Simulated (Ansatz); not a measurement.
A made-up structure of CHOS (charge +1), singlet:

```
4
angstrom
O 0.7857 -0.3216 -0.2460
C -0.3764 0.0568 -0.1374
S -1.8103 0.4766 -0.1270
H -2.7416 1.4346 0.1271
```

It is relaxed with PBE-D4/def2-SVP and then PBE0-D4/def2-TZVP (Ansatz 0.2.0). Atoms count as bonded within 1.22 times the sum of their covalent radii (H–H: 0.88 Å). The end point is not checked to be a true minimum.

Question: Does its bonding change? (A judgement: the text doesn't fix the answer.)

Answer: By the calculation: No: no bond forms or breaks.

Where it ends: The first stage lowers the energy by 2.31 eV in 9 steps. It ends as CHOS ([O][C][SH]), total charge +1:
```
4
angstrom
O 0.6200 -0.0047 -0.1341
C -0.4958 0.0899 -0.1669
S -2.1370 0.1308 -0.2461
H -2.1298 1.4303 0.1637
```

Labels in which every atom is bracketed show which atoms are joined, not bond orders.

For scale, one of the runs: PBE0-D4/def2-TZVP relaxation, 105 basis functions, launched by `ansatz run in.yaml --threads 2 --pin off --events-out ev --progress --plain --max-ram 4352MiB`. Hardware: 2 CPU threads of an Intel Xeon Platinum 8488C, shared host. Wall time about 6.5 s.
